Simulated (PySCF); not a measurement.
## Vibration and rotation of O2

UHF-CCSD(T) constants of O2, ³Σg⁻ (triplet), unpaired electrons π ↑↑ (PySCF, spin-free X2C with a Gaussian nucleus, basis sets O x2c-SVPall; masses 15.9949 and 15.9949 u):

```
ωe          : 1638.7 cm⁻¹
ωexe        : 13.2 cm⁻¹
Be          : 1.4475 cm⁻¹
αe          : 0.0165 cm⁻¹
De to O + O : 4.70 eV
```

Task: What force constant and bond length do these constants imply?

Result: Reduced mass μred = 7.9975 u; k = 5.8918×10⁻⁷·μred·ωe² (u, cm⁻¹, mdyn/Å) = 12.7 mdyn/Å; Re = √(16.8576/(μred·Be)) (u, cm⁻¹, Å) = 1.207 Å.

Task: Estimate the centrifugal constant D from the Kratzer relation and find the Dunham coefficient a1.

Result: D = 4Be³/ωe² = 4.52e-06 cm⁻¹; a1 = −1 − αeωe/(6Be²) = -3.15.

Measured values (Huber and Herzberg, Constants of Diatomic Molecules (1979)): ωe = 1580.193 cm⁻¹, ωexe = 11.981 cm⁻¹, αe = 0.01593 cm⁻¹.

Correlated steps freeze 2 core orbitals. Correlated levels converge slowly with the basis: in double zeta they bind strong bonds too weakly, by up to about 1 eV, and carry superposition errors of some tenths. The state is the lowest determinant that a PBE0 search found; another state may lie lower at other levels.
